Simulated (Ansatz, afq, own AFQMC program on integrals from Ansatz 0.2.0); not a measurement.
AFQMC on a folder of integrals that Ansatz 0.2.0 wrote.

```yaml
crystal:
  periodic: [false, false, false]
  atoms:
    - {symbol: Ge, position_ang: [0.000000, 0.000000, 1.689721]}
    - {symbol: B, position_ang: [0.000000, 0.000000, -0.250601]}
    - {symbol: H, position_ang: [0.000000, 0.000000, -1.439120]}
basis:
  gaussian: {orbitals: cc-pVDZ}
magnetization: {spin_polarized: true, initial_magnetization: 2}
correlation: {method: ccsd_t, electrons: outside_noble_gas, hamiltonian_folder: ham}
```

```sh
$ ansatz run in.yaml --threads 1 --pin off --events-out ev --progress --plain --max-ram 1382MiB
```

Options of the walk:

```
--method phaseless --trial cisd --walkers 60 --populations 1 --least-time 40 --time-step 0.005 --steps-per-block 50 --equilibration-blocks 28 --max-blocks 300 --target-error 0.00034 --factor-cut 1e-05 --start spin_pure --seed 7686 --release-times 0.24,0.51,0.99,1.62,2.4 --release-step 0.03 --release-every 4 --taylor-order 6
```

Times are imaginary, in 1/Eh. The walk had a cap of 630 s. Filled inner d shells are frozen with the cores.

Output of the walk:

```
orbitals 31  electrons 5 3  factors 236 of 506
reference energy -2100.51856336 Eh
CCSD correlation -0.15349449 Eh in 10 cycles, weight of the determinant in the CISD state 0.8902
energy of the start -2100.671779 Eh
 block  time / (1/Eh)  mean weight  energy / Eh
     1     0.250  0.9988  -2100.670421
     2     0.500  1.0003  -2100.670616
     3     0.750  0.9995  -2100.672062
     4     1.000  0.9997  -2100.672873
     5     1.250  0.9997  -2100.673784
     7     1.750  0.9990  -2100.677630
     9     2.250  0.9993  -2100.680016
    17     4.250  1.0000  -2100.682263
    33     8.250  0.9987  -2100.678431
    49    12.250  0.9998  -2100.680682
    65    16.250  0.9991  -2100.677677
    81    20.250  1.0006  -2100.675863
    97    24.250  1.0001  -2100.674690
   113    28.250  1.0002  -2100.677659
   121    30.250  1.0000  -2100.686551
   129    32.250  0.9988  -2100.682027
   145    36.250  0.9986  -2100.675499
   161    40.250  1.0000  -2100.677583
   177    44.250  0.9977  -2100.678293
   193    48.250  1.0022  -2100.676589
   209    52.250  0.9995  -2100.678907
   225    56.250  1.0004  -2100.677017
   241    60.250  0.9992  -2100.676464
   257    64.250  1.0020  -2100.676604
   273    68.250  1.0023  -2100.677407
   289    72.250  1.0020  -2100.677576
   297    74.250  0.9996  -2100.674538
   305    76.250  1.0006  -2100.678352
   321    80.250  0.9988  -2100.676043
blocks merged  error / Eh  count
     1  0.000349  300
     2  0.000389  150
     4  0.000423  75
     8  0.000497  37
    16  0.000494  18
    32  0.000699  9
released: time / (1/Eh)  energy / Eh  error  mean overlap
  0.24  -2100.678781  0.000512  0.9997
  0.51  -2100.679407  0.000562  1.0003
  0.99  -2100.679498  0.000336  0.9839
  1.62  -2100.679741  0.000261  0.9718
  2.40  -2100.679679  0.000313  0.9806
energy -2100.678540 +/- 0.000497 Eh
(rows thinned)
```

The run passed its tests (sampling time, drift between the halves within three errors, error under three times the target), which doesn't prove that it has relaxed. The second half of the sampling lies above the first by 2.3 errors of their difference, so the energy may still be moving and its error bar be too small.

Against this walk (error 13.5 meV) on the same determinant: CCSD(T) 23.2 meV higher (within the noise), CCSDT(Q) 22.1 meV lower (within the noise). The error is statistical and leaves out the bias of the constraint. Released to 2.40 1/Eh the energy moves by -31 ± 16 meV (both errors), within twice the noise.

Cautions: constraint bias not in the error; error above the target (13.5 against 9.3 meV); no relativity below Rb; no spin-orbit coupling; inner d shell frozen; lower spins were not checked.

The walk took 4.8 min on 1 thread of Arm Neoverse V1, on a shared host. The log's last line is the phaseless energy.

CCSDT and higher add their correlation energy to the determinant of the CCSD(T) run, since their own runs factorise the integrals more tightly (a shift of under 2 meV). A walk keeps the symmetry of its determinant, which the program's search chose and which needn't be the lowest solution, so a lower state of the same spin and another symmetry isn't excluded.
